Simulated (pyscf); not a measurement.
H₃C–CH₃ + NH₂• -> •H₂C–CH₃ + NH₃ (hydrogen abstraction; doublet surface; C–H broken, H–N formed). PySCF, gas phase, ωB97X-D3(BJ)/def2-SVP geometries. MP2 and CC: frozen core, UHF for open shells. ΔMP2 is the change of the MP2 total energy from the triple- to the quadruple-zeta basis. Energies in kcal/mol from the separated reactants.

```tsv
level	barrier	reaction energy
ωB97X-D3(BJ)/def2-TZVP	[?]	-5.2
PBE/def2-TZVP	2.2	-7.8
r²SCAN/def2-TZVP	5.9	-7.1
HF/def2-TZVP	30.7	0.0
MP2/def2-QZVPP	12.0	-8.4
CCSD/def2-TZVPP	14.9	-4.8
CCSD(T)/def2-TZVPP + ΔMP2(QZVPP)	[?]	[?]
```

Question: Complete the blanks.

Answer: 
- ωB97X-D3(BJ)/def2-TZVP, barrier: 10.5
- CCSD(T)/def2-TZVPP + ΔMP2(QZVPP), barrier: 11.9
- CCSD(T)/def2-TZVPP + ΔMP2(QZVPP), reaction energy: -6.1

Of the functionals in the table, ωB97X-D3(BJ) is closest to CCSD(T)/def2-TZVPP + ΔMP2(QZVPP) in the barrier (1.4 kcal/mol apart) and PBE least close (9.7 kcal/mol); that level has limits of its own. One saddle was located; it need not be the lowest between these sides. The angle at the transferred H is 166°. The CCSD(T) − MP2 part came from Ansatz, without density fitting, on the same reference.
